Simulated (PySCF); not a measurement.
**Cl2F2: fields and orbitals**

Aim: take Cl2F2 and find what binds its two fragments and compute its lowest excited states.

The runs use PySCF 2.14.0; levels as typed in each script, gas phase, geometry from start geometry of a pair search.

## (1) The system as given

SMILES `FF.ClCl`, 4 atoms, charge 0, spin multiplicity 1.

Bond lengths: F1–F2 1.404 Å, Cl3–Cl4 2.016 Å.

Geometry (Å):

```xyz
4

F     2.6912   -0.0268   -0.5697
F     2.0568   -0.5328    0.5762
Cl   -0.4985    0.8012    0.1169
Cl   -2.0151   -0.5050   -0.1203
```

## (2) Binding of the two fragments (TPSS/6-311+g**)

input.py reads:

```python
import numpy as np
from pyscf import gto, scf, dft
from pyscf.scf import atom_ks, atom_hf
from scipy.linalg import block_diag
from pyscf.dispersion import dftd3

def solve(mol, dm0=None, hcore=None):
    mf = (dft.UKS if mol.spin else dft.RKS)(mol, xc='tpss')
    mf.grids.level = 3
    mf = mf.density_fit(auxbasis='def2-universal-jkfit')
    mf.conv_tol, mf.max_cycle = 1e-8, 80
    if hcore is not None:
        mf.get_hcore = lambda *args: hcore
    mf.kernel(dm0)
    if not mf.converged:
        mf = mf.newton().run(mf.mo_coeff, mf.mo_occ, max_cycle=30)
    assert mf.converged, 'SCF not converged'
    return mf

mol = gto.M(atom='''
F      2.69119    -0.02677    -0.56969
F      2.05675    -0.53276     0.57620
Cl    -0.49847     0.80121     0.11691
Cl    -2.01514    -0.50499    -0.12035
''', basis='6-311+g**', charge=0, spin=0, verbose=4)
mol_a = gto.M(atom='''
F      2.69119    -0.02677    -0.56969
F      2.05675    -0.53276     0.57620
ghost-Cl    -0.49847     0.80121     0.11691
ghost-Cl    -2.01514    -0.50499    -0.12035
''', basis='6-311+g**', charge=0, spin=0, verbose=4)
mol_b = gto.M(atom='''
ghost-F      2.69119    -0.02677    -0.56969
ghost-F      2.05675    -0.53276     0.57620
Cl    -0.49847     0.80121     0.11691
Cl    -2.01514    -0.50499    -0.12035
''', basis='6-311+g**', charge=0, spin=0, verbose=4)
ab, a, b = solve(mol), solve(mol_a), solve(mol_b)
e_int = ab.e_tot - a.e_tot - b.e_tot
print('counterpoise-corrected interaction energy / kcal/mol', e_int * 627.5095)
def disp(atoms, charge):
    m = gto.M(atom=atoms, charge=charge, basis='sto-3g', spin=None, unit='Bohr', verbose=0)
    return dftd3.DFTD3Dispersion(m, xc='tpss', version='d3bj').get_dispersion()['energy']
e_disp = disp(mol._atom, mol.charge) - disp(mol._atom[:2], mol_a.charge) - disp(mol._atom[2:], mol_b.charge)
print('D3(BJ) part / kcal/mol', e_disp * 627.5095)
# spherically averaged free atoms, for the promolecule
atm = atom_ks.get_atm_nrks(mol, xc='tpss')
pro = block_diag(*[(atm[a[0]][2] * atm[a[0]][3]) @ atm[a[0]][2].T for a in mol._atom])
np.savez('result.npz', e_int=e_int, e_disp=e_disp, dm_a=a.make_rdm1(), dm_b=b.make_rdm1(), c=ab.mo_coeff, occ=ab.mo_occ, eps=ab.mo_energy, pro=pro, d=[f.dip_moment(verbose=0) for f in (ab, a, b)])
```

Launch:

```sh
OMP_NUM_THREADS=1 python input.py
```

## (4) Excited states (HF/def2-svp)

input.py reads:

```python
import numpy as np
from pyscf import gto, scf, dft, tdscf
from pyscf.scf import atom_ks, atom_hf
from scipy.linalg import block_diag

def solve(mol, dm0=None, hcore=None):
    mf = scf.UHF(mol) if mol.spin else scf.RHF(mol)
    mf = mf.density_fit(auxbasis='def2-universal-jkfit')
    mf.conv_tol, mf.max_cycle = 1e-8, 80
    if hcore is not None:
        mf.get_hcore = lambda *args: hcore
    mf.kernel(dm0)
    if not mf.converged:
        mf = mf.newton().run(mf.mo_coeff, mf.mo_occ, max_cycle=30)
    assert mf.converged, 'SCF not converged'
    return mf

mol = gto.M(atom='''
F      2.69119    -0.02677    -0.56969
F      2.05675    -0.53276     0.57620
Cl    -0.49847     0.80121     0.11691
Cl    -2.01514    -0.50499    -0.12035
''', basis='def2-svp', charge=0, spin=0, verbose=4)
mf = solve(mol)
td = mf.TDA()
td.nstates, td.singlet, td.conv_tol = 5, True, 1e-5
td.kernel()
td.analyze()
x, y = np.array([p[0] for p in td.xy]), np.array([p[1] + 0 * p[0] for p in td.xy])
f, mu = td.oscillator_strength(), td.transition_dipole()
nto = [td.get_nto(state=i + 1, verbose=4) for i in range(len(td.e))]
# spherically averaged free atoms, for the promolecule
atm = scf.atom_hf.get_atm_nrhf(mol)
pro = block_diag(*[(atm[a[0]][2] * atm[a[0]][3]) @ atm[a[0]][2].T for a in mol._atom])
np.savez('result.npz', e=td.e, f=f, ok=td.converged, w=[n[0] for n in nto], nto=[n[1] for n in nto], x=x, y=y, c=mf.mo_coeff, occ=mf.mo_occ, eps=mf.mo_energy, pro=pro, mu=mu)
```

(Steps that only read results are left out.)

Q: Predict the outcome of this session. Wanted: interaction energy, counterpoise; lowest singlet excitation.

The runs gave:

```
                                         quantity          value
interaction energy, counterpoise (TPSS/6-311+g**)  +1.9 kcal/mol
          lowest singlet excitation (HF/def2-svp)        4.19 eV
```

In words: The counterpoise-corrected interaction energy of the frozen fragments is +1.9 kcal/mol without dispersion correction and +1.3 kcal/mol with D3(BJ). All values hold at the given geometry, in the gas phase.
